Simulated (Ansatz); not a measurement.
## Errors in the atomisation enthalpy at 298 K

8 molecules with nitrogen; the atomisation enthalpy at 298 K in kJ/mol, computed less measured. Shapes, held fixed at every level: PBE0-D4/def2-TZVP. Flexible molecules stand in one conformer, not always the lowest. Thermal terms are harmonic and unscaled (PBE0-D4/def2-TZVP); the spin-orbit lowering of the free atoms is taken from their spectra. Programs: Ansatz 0.2.0. Measured values: Active Thermochemical Tables, CRC Handbook of Chemistry and Physics, NIST-JANAF tables.

Levels: A = HF/def2-SVP; B = wB97M-V/def2-TZVPP; C = B2PLYP/def2-TZVPP.

```
                     molecule  from tabulated heats      A    B    C
 N2H (dinitrogen monohydride)                   913   -505  +18   +7
           HOCN (cyanic acid)                  1671   -685   +6   -9
   NF3 (nitrogen trifluoride)                   843   -721  +22  -16
                NH3 (ammonia)                  1172   -422   +3  -10
C2F3N (cyanotrifluoromethane)                  2640   -962  +15  -21
         C2H3N (acetonitrile)                  2486   -741   +6  -11
          C3H5NO (acrylamide)                  4092  -1234  +15  -32
        C3H9N (SMILES CN(C)C)                  4609  -1236  +13  -42
```

(1) Sum up the errors.

Results:

(1) 
```
             level                    kind  mean error  mean absolute error  worst case
       HF/def2-SVP            Hartree–Fock      -813.2                813.2       C3H9N
wB97M-V/def2-TZVPP  range-separated hybrid       +12.2                 12.2         NF3
 B2PLYP/def2-TZVPP           double hybrid       -16.8                 18.5       C3H9N
```

On this set wB97M-V/def2-TZVPP has the smallest mean absolute error and HF/def2-SVP the largest. HF/def2-SVP is too low in 8 of 8; wB97M-V/def2-TZVPP is too high in 8 of 8; B2PLYP/def2-TZVPP is too low in 7 of 8. The heats of NF3, C2F3N come from older tables and can be uncertain by 10 kJ/mol or more. For HF/def2-SVP the error grows with the size of the molecule. Hartree–Fock lacks correlation and underbinds. Spin contamination: N2H (⟨S²⟩ up to 0.85). Open shells run unrestricted. The set is small.
